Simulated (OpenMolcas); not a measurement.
**One shape, several levels: SiH2OF (SMILES O[SiH]F)**

We compute a comparison of 6 runs (UHF/STO-3G, U-r2SCAN/def2-TZVP, U-revPBE/def2-TZVP, UBLYP/def2-TZVP, UM06-L/def2-TZVP, UPBE/def2-TZVP) of SiH2OF. 

The results are computed with OpenMolcas 26.06.

**1. The molecule**

SiH2OF has 5 atoms, charge 0, and is taken as a doublet. As SMILES, `O[SiH]F`. The coordinates come from a PBE0-D4/def2-TZVP relaxation. This is one conformer, not always the lowest.

Bond lengths: O1–Si2 1.636 Å, Si2–F3 1.603 Å, O1–H4 0.959 Å, Si2–H5 1.490 Å. Angles: O1–Si2–F3 110.5°, O1–Si2–H5 105.3°, F3–Si2–H5 107.6°, Si2–O1–H4 119.2°.

**2. Energy and gradient at UHF/STO-3G (run 1)**

Input file job.input:

```
* FH2OSi Hartree-Fock

&GATEWAY
 BasLib
 $CurrDir
 Coord
 5
 angstrom
 O       -0.615200      -0.884600      -0.276300
 Si       0.283900       0.245700       0.493100
 F        0.207000       1.646500      -0.283100
 H       -1.564500      -0.765100      -0.338000
 H        1.688800      -0.242600       0.404400
 Basis
 STO-3G
 Group
 NoSym

&SEWARD

&SCF
 UHF
 Spin
 2
 Thresholds
 1e-10 1e-07 1e-07 1e-05
 PrOrbitals
 0

&ALASKA
```

The basis set STO-3G is read from a file made from the Basis Set Exchange's data (not shown).

On the command line:

```sh
export MOLCAS_MEM=1860
pymolcas job.input > job.log
```

The program printed:

```text
--- Start Module: gateway ---
[...]
--- Stop Module: gateway /rc=_RC_ALL_IS_WELL_ ---
[...]
      Basis functions           21
[...]
--- Start Module: scf ---
[...]
       Convergence after  14 Iterations
[...]
::    Total SCF energy                               -458.6150188577
[...]
      Total spin, S                                     0.5023369010
[...]
      Total electronic charge=   33.000000
      Total            charge=   -0.000000
[...]
      Dipole Moment (debye):
      Origin of the operator (angstrom)=    0.0332    0.3538    0.0625
                   X= -1.0797E+00               Y=  1.5842E-01               Z=  1.4591E+00           Total=  1.8220E+00
      Quadrupole Moment (debye*angstrom):
[...]
--- Stop Module: scf /rc=_RC_ALL_IS_WELL_ ---
--- Start Module: alaska ---
[...]
 *              Molecular gradients               *
 **************************************************
  Irreducible representation: a
 ------------------------------------------------------------------------------------------
                              X                       Y                       Z
 ------------------------------------------------------------------------------------------
  O1               -2.31883246375189E-02    2.70083655779754E-02    1.89719586244115E-02
  SI2              -3.04234140128328E-02    4.08063512874923E-03   -2.99979182832786E-02
  F3                1.84195238645515E-03   -9.30546333457194E-03    1.23247733465899E-02
  H4                2.47645719103526E-02   -1.37529926469540E-02   -4.07720078211238E-03
  H5                2.70052143535615E-02   -8.03054472519271E-03    2.77838709434793E-03
 ------------------------------------------------------------------------------------------
--- Stop Module: alaska /rc=_RC_ALL_IS_WELL_ ---
[...]
```

Wall time 1.7 s (1 thread of Arm Neoverse V2, shared host); peak memory 0.37 GiB.

**3. The energy at U-r2SCAN/def2-TZVP (run 2)**

Input file calc.input:

```
* FH2OSi Kohn-Sham DFT
&GATEWAY
BasLib=$CurrDir
Coord
5
angstrom
O       -0.615200      -0.884600      -0.276300
Si       0.283900       0.245700       0.493100
F        0.207000       1.646500      -0.283100
H       -1.564500      -0.765100      -0.338000
H        1.688800      -0.242600       0.404400
Basis=def2-TZVP
Group=NoSym
&SEWARD
GridInput
Grid=UltraFine
End of Grid
&SCF
UHF
Spin=2
KSDFT=2
1.0 MGGA_X_R2SCAN
1.0 MGGA_C_R2SCAN
Thresholds=1e-10 1e-07 1e-07 1e-05
PrOrbitals=1 1
```

The basis set def2-TZVP is read from a file made from the Basis Set Exchange's data (not shown).

On the command line:

```sh
export MOLCAS_MEM=1860
pymolcas calc.input > calc.log
```

The program printed:

```text
--- Start Module: gateway ---
[...]
--- Stop Module: gateway /rc=_RC_ALL_IS_WELL_ ---
--- Start Module: seward ---
[...]
      Basis functions          111
--- Stop Module: seward /rc=_RC_ALL_IS_WELL_ ---
[...]
--- Start Module: scf ---
[...]
       Convergence after  16 Iterations
[...]
::    Total KS-DFT energy                            -465.8073536071
[...]
      Total spin, S                                     0.5014032160
[...]
      Total electronic charge=   33.000000
      Total            charge=   -0.000000
[...]
      Dipole Moment (debye):
      Origin of the operator (angstrom)=    0.0332    0.3538    0.0625
                   X= -1.2558E+00               Y= -5.4137E-01               Z=  5.2230E-01           Total=  1.4639E+00
      Quadrupole Moment (debye*angstrom):
[...]
--- Stop Module: scf /rc=_RC_ALL_IS_WELL_ ---
[...]
```

Run time: 58 s. Hardware: 1 thread of Arm Neoverse V2, shared host; peak memory 0.66 GiB.

Runs 3 to 5 aren't shown in full; the table further down has their settings and results.

**4. Energy and gradient at UPBE/def2-TZVP (run 6)**

Input file struct.xyz:

```xyz
5

O     -0.615200    -0.884600    -0.276300
Si     0.283900     0.245700     0.493100
F      0.207000     1.646500    -0.283100
H     -1.564500    -0.765100    -0.338000
H      1.688800    -0.242600     0.404400
```

Input file job.inp:

```
>>> EXPORT MOLCAS_PRINT=2

&GATEWAY
  BASLIB = $CurrDir
  COORD = struct.xyz
  BASIS = def2-TZVP
  GROUP = NoSym

&SEWARD
  GRIDINPUT
  Grid=UltraFine
  End of Grid

&SCF
  UHF
  SPIN = 2
  KSDFT = PBE
  THRESHOLDS = 1e-10 1e-07 1e-07 1e-05
  PRORBITALS = 1 2

&ALASKA
```

The basis set def2-TZVP is read from a file made from the Basis Set Exchange's data (not shown).

On the command line:

```sh
export MOLCAS_MEM=1860
pymolcas job.inp > job.log
```

The program printed:

```text
--- Start Module: gateway ---
[...]
--- Stop Module: gateway /rc=_RC_ALL_IS_WELL_ ---
[...]
      Basis functions          111
[...]
--- Start Module: scf ---
[...]
       Convergence after  15 Iterations
[...]
::    Total KS-DFT energy                            -465.5832218732
[...]
      Total spin, S                                     0.5008052781
[...]
      Total electronic charge=   33.000000
      Total            charge=   -0.000000
[...]
      Dipole Moment (debye):
      Origin of the operator (angstrom)=    0.0332    0.3538    0.0625
                   X= -1.2139E+00               Y= -5.5832E-01               Z=  4.5046E-01           Total=  1.4101E+00
      Quadrupole Moment (debye*angstrom):
[...]
--- Stop Module: scf /rc=_RC_ALL_IS_WELL_ ---
[...]
--- Start Module: alaska ---
[...]
 *              Molecular gradients               *
 **************************************************
  Irreducible representation: a
 ------------------------------------------------------------------------------------------
                              X                       Y                       Z
 ------------------------------------------------------------------------------------------
  O1               -4.81878593084151E-03    9.88631556800534E-03    4.60510886630328E-03
  SI2              -1.83023090796741E-03    1.34193758745571E-03   -1.21786181600090E-02
  F3                1.73698753518376E-05   -1.17017806032038E-02    6.14146264181681E-03
  H4                1.04402024979056E-02   -1.26079192131512E-03    6.28238685652427E-04
  H5               -3.80855553449999E-03    1.73431936908797E-03    8.03807966228365E-04
 ------------------------------------------------------------------------------------------
--- Stop Module: alaska /rc=_RC_ALL_IS_WELL_ ---
[...]
```

It took 43 s on 1 thread of Arm Neoverse V2, shared host; peak memory 0.66 GiB.

**5. The series**

| run | level | task | integration grid | energy (Eh) | dipole moment (D) | HOMO energy (eV) | LUMO energy (eV) | wall time |
| --- | --- | --- | --- | --- | --- | --- | --- | --- |
| 1 | UHF/STO-3G | gradient | – | -458.615019 | 1.82 | -6.08 | 6.02 | 1.7 s |
| 2 | U-r2SCAN/def2-TZVP | energy | UltraFine | -465.807354 | 1.46 | -5.41 | -2.69 | 58 s |
| 3 | U-revPBE/def2-TZVP | gradient | UltraFine | -465.786084 | 1.41 | -5.01 | -3.03 | 43 s |
| 4 | UBLYP/def2-TZVP | gradient | UltraFine | -465.890075 | 1.44 | -4.86 | -3.28 | 43 s |
| 5 | UM06-L/def2-TZVP | energy | UltraFine | -465.868605 | 1.47 | -5.21 | -3.16 | 55 s |
| 6 | UPBE/def2-TZVP | gradient | UltraFine | -465.583222 | 1.41 | -5.03 | -3.19 | 43 s |

**6. What came out**

```
                                 quantity          value
                      run 6: total energy  -465.58322 Eh
                     run 6: dipole moment         1.41 D
run 6: HOMO energy (highest over α and β)       -5.03 eV
 run 6: LUMO energy (lowest over α and β)       -3.19 eV
                              run 6: ⟨S²⟩          0.752
          run 6: largest force on an atom     0.680 eV/Å
```

**Reading.** The dipole moment (its size) runs from 1.41 D (UPBE/def2-TZVP) to 1.82 D (UHF/STO-3G). The two ends differ in method and basis. Totals of different functionals can't be ranked against each other. In run 1 the basis is minimal, so the values are rough. All runs together took 4 min, the longest 58 s.
